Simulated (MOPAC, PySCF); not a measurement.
Ligands exchanged one at a time, Si H-Cl. All species are isolated molecules in the gas phase. Strings in code marks are SMILES.

Quantity: redistribution energy (mixed species minus the weighted end members), in kcal/mol. Semi-empirical values (MOPAC) are differences of heats of formation.

Level 1: B3LYP/3-21G // r2SCAN-D4/def2-TZVP (PySCF)
Level 2: BP86/6-31G* // r2SCAN-D4/def2-TZVP (PySCF)
Level 3: PBE/6-31G* // r2SCAN-D4/def2-TZVP (PySCF)
Level 4: PM3 // r2SCAN-D4/def2-TZVP (MOPAC)

| species | level 2 | level 3 | level 4 |
|---|---|---|---|
| 1 of 4 H replaced by Cl: `Cl[SiH3]` | 0.58 | 0.82 | 2.25 |
| 2 of 4 H replaced by Cl: `[SiH2](Cl)Cl` | -0.55 | -0.29 | 2.80 |
| 3 of 4 H replaced by Cl: `[SiH](Cl)(Cl)Cl` | -1.37 | -1.21 | 1.83 |

Problem. What does level 1 give for each, and how far do the other levels lie from it on average?

Solution. 
- 1 of 4 H replaced by Cl: `Cl[SiH3]`: -0.89
- 2 of 4 H replaced by Cl: `[SiH2](Cl)Cl`: -1.86
- 3 of 4 H replaced by Cl: `[SiH](Cl)(Cl)Cl`: -1.68
Mean absolute difference from level 1, which has limits of its own, over these rows (drawn at random from the members that have all these levels): level 2 1.03 kcal/mol, level 3 1.25 kcal/mol, level 4 3.77 kcal/mol.
